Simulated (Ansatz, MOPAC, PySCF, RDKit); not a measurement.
Complex: C6H6 (SMILES c1ccccc1) (first 12 atoms) with H2O (SMILES O); geometry from S66by8 set.
(charge 0, multiplicity 1):
```xyz
15

C      0.727    -0.616    -1.208
H      0.843    -1.144    -2.144
C      0.424     0.745    -1.208
H      0.303     1.272    -2.144
C      0.274     1.426     0.000
H      0.038     2.481     0.000
C      0.424     0.745     1.208
H      0.303     1.272     2.144
C      0.727    -0.616     1.208
H      0.843    -1.144     2.144
C      0.878    -1.296     0.000
H      1.115    -2.351     0.000
O     -2.553    -0.248     0.000
H     -2.388    -1.193     0.000
H     -1.666     0.124     0.000
```

Counterpoise-corrected where a basis set is named; no monomer relaxation. RDKit's UFF carries no charges.

Frozen-core correlation. The state that PM7 reach isn't checked; PM7 holds dispersion and hydrogen-bond terms.

Codes used: Ansatz (Gaussian basis) for Hartree–Fock, density functionals and correlated methods; MOPAC for PM7 (differences of heats of formation); PySCF for the dispersion terms; RDKit for the force fields. Each number belongs to the level named beside it.

### Question
One of these levels gives -2.93 kcal/mol for the interaction energy. Name it.
(A) PBE-D3(BJ)/def2-TZVPPD
(B) SCS-MP2/aug-cc-pVDZ
(C) UFF
(D) PM7

### Answer
A, PBE-D3(BJ)/def2-TZVPPD. The others give 5.95 (UFF), -2.55 (PM7), -1.31 (SCS-MP2/aug-cc-pVDZ)

Ansatz is a program for electronic structure.
